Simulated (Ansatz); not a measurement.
Geometry optimisation, RKS B3LYP-D4/STO-3G (Ansatz).

The input (input.yaml):

```yaml
crystal:
  periodic: [false, false, false]
  atoms:
    - { symbol: C, position_ang: [-0.2512, 0.6446, -0.2751] }
    - { symbol: O, position_ang: [0.9197, -0.0144, -0.1264] }
    - { symbol: C, position_ang: [1.88486, 0.76159, -0.60048] }
    - { symbol: "N", position_ang: [2.78318, 1.33037, -1.01329] }
    - { symbol: H, position_ang: [-0.9857, 0.1296, -0.9546] }
    - { symbol: H, position_ang: [-0.7712, 0.9034, 0.6813] }
    - { symbol: H, position_ang: [-0.0552, 1.6531, -0.7578] }
basis:
  gaussian: { orbitals: STO-3G }
hamiltonian:
  xc: b3lyp
  dispersion: d4
relax:
  f_tol: 0.015
  max_steps: 40
```

Run as:

```bash
$ ansatz run input.yaml --threads 1 --pin off --max-ram 2048MiB --backend cpu --events-out ev --progress --plain --runs-dir out
```

Question: Where does it end, and by what steps?

Answer: The forces met the threshold. Limits of this set-up: minimal basis. After 14 steps the energy has fallen by 1.013 eV; O2 moved furthest, 0.60 Å.

```csv
step,energy less start (eV),largest force component (eV/Å),accepted
0,0.0000,7.172,yes
1,-0.8548,2.688,yes
2,-0.9390,0.725,yes
3,-0.9489,0.066,yes
4,-0.9493,0.024,yes
5,-0.9501,0.106,yes
6,-0.9540,0.139,yes
7,-0.9707,0.277,yes
8,-0.9798,0.297,yes
9,-0.9709,1.387,no
10,-0.9960,0.155,yes
11,-1.0060,0.158,yes
12,-1.0123,0.024,yes
13,-1.0127,0.041,yes
14,-1.0128,0.001,yes
```

```xyz
7
Properties=species:S:1:pos:R:3
C -0.354 0.718 -0.371
O 0.874 -0.060 -0.727
C 1.980 0.742 -0.584
N 3.018 1.348 -0.496
H -1.195 0.013 -0.513
H -0.319 1.055 0.685
H -0.479 1.593 -1.040
```

The run took 13 s on 1 thread of Intel(R) Xeon(R) 6975P-C (Granite Rapids) (shared host), peak memory 0.13 GiB.
